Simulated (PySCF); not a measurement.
ethylene (C₂H₄), SMILES C=C.

The structure is a stationary point at PBE-D3(BJ)/def2-TZVP.

Method: PBE-D3(BJ)/def2-TZVP in PySCF.

Harmonic, unscaled wavenumbers; measured fundamentals usually lie a few per cent lower.

```csv
mode,ν (cm⁻¹),IR (km/mol),moving atoms (share of kinetic energy)
1,806,0.4,H 96 %
2,932,0.0,"H 63 %, C 37 %"
3,938,97.8,"H 86 %, C 14 %"
4,1033,0.0,H 100 %
5,1201,0.0,"H 63 %, C 37 %"
6,1342,0.0,"H 84 %, C 16 %"
7,1424,9.2,"H 90 %, C 10 %"
8,1643,0.0,"C 77 %, H 23 %"
9,3064,17.3,H 96 %
10,3076,0.0,H 93 %
11,3135,0.0,"H 90 %, C 10 %"
12,3164,20.1,"H 89 %, C 11 %"
```
